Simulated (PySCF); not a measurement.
BO: frontier orbitals

HSE06 at R = 1.202 Å; B 6-311G(d,p), O 6-311G(d,p); no relativity (PySCF 2.14). State: ²Σ⁺ (doublet), unpaired electrons σ ↑. Only the outer orbitals are listed, counted within each symmetry.

```csv
spin,orbital,occ.,ε (eV),on B (%),main shells (%)
α,3σ,1,-27.63,21,"74 O s, 10 B s, 10 B p"
α,4σ,1,-12.24,25,"61 O p, 22 B s, 14 O s"
α,1π,1,-10.15,29,"70 O p, 28 B p"
α,1π,1,-10.15,29,"70 O p, 28 B p"
α,5σ,1,-9.41,87,"49 B s, 38 B p, 11 O p"
α,2π,0,-0.57,78,"76 B p, 22 O p"
α,2π,0,-0.57,78,"76 B p, 22 O p"
β,3σ,1,-27.61,21,"75 O s, 10 B p, 10 B s"
β,4σ,1,-11.85,17,"68 O p, 14 O s, 13 B s"
β,1π,1,-10.18,23,"77 O p, 21 B p"
β,1π,1,-10.18,23,"77 O p, 21 B p"
β,5σ,0,-4.68,98,"73 B s, 25 B p"
β,2π,0,0.62,85,"84 B p, 15 O p"
β,2π,0,0.62,85,"84 B p, 15 O p"
```

Which are the highest filled and the lowest empty level, where do they sit, and how wide is the gap?

Highest filled α 5σ at -9.41 eV (in %: 49 B s, 38 B p, 11 O p); lowest empty β 5σ at -4.68 eV (in %: 73 B s, 25 B p); the gap at HSE06 is 4.73 eV.

The bond order (Mayer) is 2.48. The ⟨S²⟩ is 0.762. The charge on B (Mulliken, basis-dependent) is 0.23, the charge on B (Löwdin, basis-dependent) is -0.10 and the dipole moment (positive dipole means B(−)O(+)) is -2.25 D.

The state is the lowest determinant that a PBE0 search found; another state may lie lower at other levels.
